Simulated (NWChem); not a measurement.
Species: fluoromethane (CH3F); SMILES CF

Results from NWChem. Pople sets run with spherical d functions. Coordinates come from a B3LYP/6-31G* (spherical d) optimisation. Static field.

Taking PBE/aug-cc-pVTZ as the yardstick, which of these has the fewest basis functions while keeping “isotropic polarisability (bohr³)” within 5 % of it: PBE/def2-SVPD; PBE/def2-TZVP; PBE/6-31G*; PBE/def2-TZVPD; PBE/def2-SVP; PBE/aug-cc-pVDZ; PBE/Sadlej pVTZ; PBE/6-31+G*; PBE/d-aug-cc-pVDZ?

PBE/def2-SVPD (a larger set in the list lies outside the tolerance).
| level | basis functions | isotropic polarisability (bohr³) | relative time (rough) |
|---|---|---|---|
| PBE/6-31G* | 34 | 13.0 | 1 |
| PBE/6-31+G* | 42 | 14.7 | 1 |
| PBE/def2-SVP | 43 | 13.1 | 1 |
| PBE/def2-SVPD | 67 | 17.5 | 2 |
| PBE/aug-cc-pVDZ | 73 | 17.7 | 4 |
| PBE/Sadlej pVTZ | 75 | 18.0 | 6 |
| PBE/def2-TZVP | 80 | 15.7 | 5 |
| PBE/d-aug-cc-pVDZ | 103 | 18.2 | 10 |
| PBE/def2-TZVPD | 104 | 18.0 | 10 |
| PBE/aug-cc-pVTZ | 161 | 18.1 | 30 |

The yardstick is one finite set, not the basis-set limit.
